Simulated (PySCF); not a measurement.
SiCl4, SMILES Cl[Si](Cl)(Cl)Cl.

The structure is a stationary point at ωB97X-D3(BJ)/def2-SVP. The isomer is the one that the SMILES or the coordinates give; other isomers of the formula were not compared.

Level of theory: PBE/def2-TZVP in PySCF.

Symmetry labels are those of the subgroup D2 that the program uses (full group Td).

Problem. List the valence orbital energies around the gap with their symmetry. (The exact figures need the calculation; the answer reports its results.)

Solution. 
```json
[
 {"orbital": "HOMO−7", "symmetry": "A", "energy (eV)": "-9.13"},
 {"orbital": "HOMO−6", "symmetry": "A", "energy (eV)": "-9.13"},
 {"orbital": "HOMO−5", "symmetry": "B1", "energy (eV)": "-8.90"},
 {"orbital": "HOMO−4", "symmetry": "B2", "energy (eV)": "-8.90"},
 {"orbital": "HOMO−3", "symmetry": "B3", "energy (eV)": "-8.90"},
 {"orbital": "HOMO−2", "symmetry": "B1", "energy (eV)": "-8.11"},
 {"orbital": "HOMO−1", "symmetry": "B2", "energy (eV)": "-8.11"},
 {"orbital": "HOMO", "symmetry": "B3", "energy (eV)": "-8.11"},
 {"orbital": "LUMO", "symmetry": "A", "energy (eV)": "-1.70"},
 {"orbital": "LUMO+1", "symmetry": "B1", "energy (eV)": "-0.39"},
 {"orbital": "LUMO+2", "symmetry": "B2", "energy (eV)": "-0.39"},
 {"orbital": "LUMO+3", "symmetry": "B3", "energy (eV)": "-0.39"}
]
```
